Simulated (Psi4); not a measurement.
Process, species as SMILES: OO (H2O2) → O[O-] + H+
B3LYP-D3(BJ)/def2-TZVP geometries, fixed; electronic energies without zero-point terms.

Basis-set convergence of the deprotonation energy at B3LYP with Psi4. Cartesian d functions, on some or all atoms, in 6-31G*, 6-31G**; all else is spherical. Density fitting with the program's default auxiliary sets. Psi4's default fitting sets serve the pcseg sets less well. No added dispersion term, no relativity. Functions are those of the species that has most. Reference: the value in aug-cc-pVQZ, 381.75 kcal/mol, itself unsure by roughly 0.04 kcal/mol (its distance from def2-QZVPPD). Deviations are taken from unrounded values.

| basis | functions | deprotonation energy (kcal/mol) | minus reference (kcal/mol) |
|---|---|---|---|
| STO-3G | 12 | 530.47 | 148.72 |
| 3-21G | 22 | 420.17 | 38.42 |
| 6-31G | 22 | 393.50 | 11.75 |
| 6-31G* | 34 | 405.49 | 23.75 |
| cc-pVDZ | 38 | 409.20 | 27.46 |
| 6-31G** | 40 | 408.49 | 26.74 |
| 6-311G** | 48 | 401.87 | 20.12 |
| aug-pcseg-1 | 64 | 378.23 | -3.52 |
| cc-pVTZ | 88 | 396.67 | 14.92 |
| aug-pcseg-2 | 138 | 381.40 | -0.34 |
| cc-pVQZ | 170 | 390.80 | 9.05 |
| aug-pcseg-3 | 268 | 381.66 | -0.08 |
| cc-pV5Z | 292 | 385.32 | 3.58 |

The smallest set listed that lies within 0.5 kcal/mol of the reference with all its larger relatives (same family, alike in diffuse functions; a set with none counts only in the reference's own line) is aug-pcseg-2 (138 functions, -0.34 kcal/mol off).
